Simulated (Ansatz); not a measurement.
Band gap of zinc-blende GaN (metastable phase): levels of theory against measurement

Reference value: 3.48 eV (measured, zero-point renormalisation of 0.176 eV (computed, arXiv:2011.12765) added back here; inputs from Vurgaftman et al. (2001), doi:10.1063/1.1368156).

**Question.** What do PBE-D4, r²SCAN+rVV10, Hartree–Fock give, and how far is each from the reference?

**Answer.** 
```
level (code)               value (eV)  cell (Å³/atom)  error (eV)
---------------------  --------------  --------------  ----------
PBE-D4 (Ansatz)         1.74 (direct)           11.40       -1.74
r²SCAN+rVV10 (Ansatz)   2.17 (direct)           11.30       -1.31
Hartree–Fock (Ansatz)  10.49 (direct)           11.41       +7.01
```

Closest of the ranked levels: r²SCAN+rVV10 (-1.31 eV). Farthest off among them: Hartree–Fock (+7.01 eV). Every ranked level misses the reference by more than 1 eV.

Semilocal Kohn–Sham gaps run low as a rule, and all computed gaps are for a static lattice, while measured ones hold electron–phonon shifts unless said otherwise. Spin–orbit coupling is included only where a level's name says +SOC; with heavier elements it mostly lowers gaps and can invert bands.  Each level is taken at its own relaxed cell. Cutoffs and k meshes differ between the levels. Ansatz's density-functional and Hartree–Fock values are scalar-relativistic unless marked +SOC, with PAW data made under PBE.

Differences are worked out from the printed values.

Ansatz is a quantum-chemistry and plane-wave program.
